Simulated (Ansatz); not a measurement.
# How the zone-centre LO phonon frequency of rock-salt KI moves with the method

No measured value is used here.

Q: Put these levels in order of the zone-centre LO phonon frequency that they give for rock-salt KI, smallest first: LDA (Ansatz, a quantum-chemistry and plane-wave program), PBE (Ansatz), r²SCAN (Ansatz).

A: PBE (127 cm⁻¹), r²SCAN (137 cm⁻¹), LDA (146 cm⁻¹)

Unless a cell is named, each level is at its own relaxed cell (LDA 39.61, PBE 46.30, r²SCAN 44.59 Å³/atom).

Each level is taken at its own relaxed cell. Cutoffs differ between the levels. Ansatz's density-functional and Hartree–Fock values are scalar-relativistic unless marked +SOC, with PAW data made under PBE.
